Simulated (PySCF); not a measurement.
**Telling isomers of C6H8 apart by NMR**

Non-relativistic Hamiltonian, equivalent nuclei averaged, single conformer, no solvent model. Geometry: GFN2-xTB; J: B3LYP/pcJ-1 (spin–dipole term left out of most H,H and C,H couplings); shieldings: GIAO PBE0/pcSseg-1; PySCF.

References, each an isolated molecule treated in the same way: TMS for 1H (σref 31.72) and 13C (σref 186.93). Multiplet labels drop J under 1 Hz and among equivalent protons, and merge close values. Unscaled 3J(H,H) run several per cent high. Where no couplings were computed, multiplicities follow the n + 1 count of equivalent neighbours, and m marks all less simple cases (inequivalent or close neighbours, rings, F or P nearby). Shifts are as computed. Against solution values, carbons near 30 ppm lie about +3 ppm off and those near 130 ppm about +5 ppm. Of 1211 compounds with measured shifts, 218 miss one by over three times the rms of a fit or turn the order of signals round; such compounds aren't used in these exercises.

(1) Tabulate the signals of `CC1=CCC=C1`, `C1=CCC=CC1`, `C=C1CCC1=C` and their relative energies.

(2) What is the quickest way to tell C1=CCC=CC1 from C=C1CCC1=C?

(3) What is the quickest way to tell CC1=CCC=C1 from C=C1CCC1=C?

(4) What is the quickest way to tell CC1=CCC=C1 from C1=CCC=CC1?

Results:

(1) 
```json
{"SMILES": "CC1=CCC=C1", "carbon types": "1×C 3×CH 1×CH2 1×CH3", "δC": "150.2, 142.7, 142.7, 134.8, 45.5, 18.1", "δH": "6.70 (m, 1H), 6.67 (m, 1H), 6.26 (t, 1H), 3.06 (m, 2H), 2.18 (s, 3H)", "E rel. (kcal/mol)": "0.0"}
{"SMILES": "C1=CCC=CC1", "carbon types": "4×CH 2×CH2", "δC": "131.3, 30.5", "δH": "5.95 (m, 4H), 2.88 (m, 4H)", "E rel. (kcal/mol)": "1.8"}
{"SMILES": "C=C1CCC1=C", "carbon types": "2×C 4×CH2", "δC": "155.4, 111.2, 28.5", "δH": "5.68 (m, 2H), 5.16 (m, 2H), 2.66 (m, 4H)", "E rel. (kcal/mol)": "26.4"}
```

Energies are electronic energies at PBE0/pcSseg-1 on these geometries, without zero-point or thermal terms, each for the one conformer computed, which needn't be the lowest.

(2) Count the carbon signals: 2 against 3. The first has an alkene CH at 131.3 ppm, the second a fully substituted alkene carbon (C) at 155.4 ppm.

(3) Count the carbon signals: 6 against 3. The first has an alkene CH at 142.7 ppm, the second a terminal =CH2 carbon at 111.2 ppm. Their most deshielded carbons lie at 150.2 and 155.4 ppm. In the proton spectra the most deshielded non-exchanging signals are 6.70 (m, 1H) and 5.68 (m, 2H).

(4) Count the carbon signals: 6 against 2. The first has a fully substituted alkene carbon (C) at 150.2 ppm, the second an allylic sp3 CH2 at 30.5 ppm. Their most deshielded carbons lie at 150.2 and 131.3 ppm. In the proton spectra the most deshielded non-exchanging signals are 6.70 (m, 1H) and 5.95 (m, 4H).
